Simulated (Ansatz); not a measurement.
Born–Oppenheimer molecular dynamics of C3H4F2 (9 atoms, charge 0, multiplicity 1). It starts from a relaxed structure.

Method: RKS LDA/STO-3G in Ansatz 0.2.0.

- ensemble: NVT, Nosé–Hoover chain
- time step: 0.5 fs
- steps asked: 400
- set temperature: 700 K
- thermostat: time constant 100 fs, chain length 3
- seed: 475067

First frame:

```xyz
9
Properties=species:S:1:pos:R:3
F -2.285 -0.031 1.320
C -1.287 -0.256 0.435
C -0.060 0.306 0.506
C 1.003 0.018 -0.551
F 1.262 1.137 -1.354
H -1.543 -0.970 -0.382
H 0.187 1.011 1.312
H 0.648 -0.845 -1.177
H 1.950 -0.312 -0.042
```

Problem. How far do the bonds stretch over the last three quarters of this one trajectory? (Pairs bonded in most of those frames.)

Solution. 
| bond | mean (Å) | spread (Å) | shortest | longest |
| --- | --- | --- | --- | --- |
| F1–C2 | 1.356 | 0.019 | 1.32 | 1.40 |
| C2–C3 | 1.358 | 0.031 | 1.29 | 1.42 |
| C2–H6 | 1.134 | 0.071 | 1.02 | 1.24 |
| C3–C4 | 1.537 | 0.035 | 1.48 | 1.60 |
| C3–H7 | 1.103 | 0.021 | 1.07 | 1.14 |
| C4–F5 | 1.399 | 0.013 | 1.38 | 1.43 |
| C4–H8 | 1.126 | 0.019 | 1.10 | 1.16 |
| C4–H9 | 1.129 | 0.017 | 1.10 | 1.16 |

Mean temperature of the second half: 538 K. The conserved energy stayed within 0.95 meV per atom of its start (net change 0.28 meV per atom), so the integration is sound. The mean temperature of the second half is 23 % below the set value. A run of 0.2 ps of so small a system gives no equilibrium averages. Limits of this set-up: minimal basis.

The run took 8.6 min on 1 thread of Arm Neoverse N1, on a shared host, peak memory 0.077 GiB.
